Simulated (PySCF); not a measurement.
Some computed properties have been withheld. Give your best values.

C3H3ClF2.
SMILES with atom numbers: `[F:1]/[CH:2]=[C:3](\[F:4])[CH2:5][Cl:6]` (hydrogens: H7 on C2; H8, H9 on C5)

Conformer (atom-mapped SMILES and torsion angles): `[F:1]/[CH:2]=[C:3](\[F:4])[CH2:5][Cl:6]`: C2–C3–C5–Cl6 -83°.

```tsv
property	level	value
point group of the GFN2-xTB geometry	GFN2-xTB	?
rotational constants A, B, C of the GFN2-xTB geometry	GFN2-xTB	?
dipole moment	PBE0/def2-SVPD	2.44 D
HOMO energy	PBE0/def2-SVPD	-7.78 eV
LUMO energy	PBE0/def2-SVPD	-0.91 eV
lowest singlet excitation	TDDFT PBE0/def2-SVPD	?
lowest triplet excitation (Tamm–Dancoff)	TDA PBE0/def2-SVPD	?
static isotropic polarisability	PBE0/def2-SVPD	53.6 au
electronic spatial extent ⟨r²⟩ about the centre of nuclear charge	PBE0/def2-SVPD	?
13C chemical shifts (computed TMS as zero) by class	GIAO PBE0/pcSseg-1	?
1H chemical shifts (computed TMS as zero) by class	GIAO PBE0/pcSseg-1	6.79 (H7), 4.25 (H8/H9) ppm
isotropic shieldings of nuclei other than C and H, by class	GIAO PBE0/pcSseg-1	?
```

Gas-phase values; electronic properties from PySCF, density fitting. One conformer (not necessarily the lowest) at the GFN2-xTB geometry, without solvent, vibrations or thermal averaging.

(1) The point group of the GFN2-xTB geometry?

(2) Give the 13C chemical shifts (computed TMS as zero) by class.

(3) What is the electronic spatial extent ⟨r²⟩ about the centre of nuclear charge?

(4) What is the lowest triplet excitation (Tamm–Dancoff)?

(5) The isotropic shieldings of nuclei other than C and H, by class?

(6) The lowest singlet excitation?

(7) The rotational constants A, B, C of the GFN2-xTB geometry?

Answers

(1) C1.

(2) 158.2 (C3), 148.4 (C2), 47.2 (C5) ppm.

(3) 823 bohr².

(4) 4.01 eV.

(5) 306 (F4), 326 (F1), 775 (Cl6) ppm.

(6) 6.14 eV (202 nm, f = 0.140).

(7) 5.530, 1.483, 1.301 GHz.

The rotational constants make it an asymmetric top with κ = (2B − A − C)/(A − C) = -0.91, nearer the prolate limit (−1). With B = h/(8π²I), that is 505.379 GHz u Å² over I, the principal moments of inertia are 91.4, 340.8 and 388.4 u Å² (most abundant isotopes). The polarisability is 7.95 Å³ as a volume (1 au = 0.148185 Å³), or 0.96 au for each of the 56 electrons.

For the TDDFT job (PBE0/def2-SVPD), the run took about 40 s of CPU time (grids of density and orbitals included) (one thread, shared machine).
